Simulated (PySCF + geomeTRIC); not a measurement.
Species: H3Si, SMILES `[SiH3]` (charge 0, multiplicity 2).

**Question.** Give a relaxed geometry from B3LYP-D3(BJ)/def2-TZVP run with PySCF + geomeTRIC.

**Answer.** the end point of this relaxation (outside a Z-matrix the atoms follow the SMILES, hydrogens last).
Z-matrix (Å, degrees):
```
Si
H 1 1.4829
H 1 1.4829 2 111.02
H 1 1.4829 2 111.02 3 124.01
```
